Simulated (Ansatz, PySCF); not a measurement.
Reaction: Si2H6 (silylsilane, SMILES [SiH3][SiH3]) → Si2H6+ (parent SMILES [SiH3][SiH3], doublet) + e-
Each species at its own B3LYP-D3(BJ)/def2-TZVP minimum (Ansatz, an electronic-structure program).

Total energies in hartree (Ansatz). UHF or UKS for unpaired electrons; spin-orbit terms are left out. Cores are frozen in correlated methods. No relativity.

```csv
species,HF/cc-pV(T+d)Z,CCSD(T)/cc-pV(T+d)Z,HF/cc-pV(Q+d)Z,CCSD(T)/cc-pV(Q+d)Z,CCSD(T)/cc-pV(D+d)Z,CCSDT(Q)/cc-pV(D+d)Z
1: Si2H6 (SMILES [SiH3][SiH3]),-581.37602,-581.69968,-581.38319,-581.72298,-581.62335,-581.62479
"2: Si2H6+ (parent SMILES [SiH3][SiH3], doublet)",-581.06103,-581.34622,-581.06906,-581.36762,-581.27535,-581.27674
```

Work out the adiabatic ionisation energy (0 K, zero-point energies from PySCF's Hessians at B3LYP-D3(BJ)/def2-TZVP) in eV: take Hartree-Fock from cc-pV(Q+d)Z, extrapolate the CCSD(T) correlation energy as X^-3 (X = 3, 4), and add CCSDT(Q) - CCSD(T) in cc-pV(D+d)Z. The further terms named in the bracket sum to -0.00250 hartree. 1 hartree = 27.211 eV.


Species 1: correlation (64·(-0.33979) - 27·(-0.32366))/37 = -0.35156; step -0.00144; E1 = -581.38319 + (-0.35156) + (-0.00144) = -581.73619
Species 2: correlation (64·(-0.29856) - 27·(-0.28519))/37 = -0.30832; step -0.00139; E2 = -581.06906 + (-0.30832) + (-0.00139) = -581.37877
-1·E1 +1·E2 -0.00250 = 0.35492 hartree = 9.66 eV. Measured: 9.74 eV (CCCBDB table in ASE). The composite differs from it by -0.08 eV; core, relativistic and spin-orbit terms are not in it.
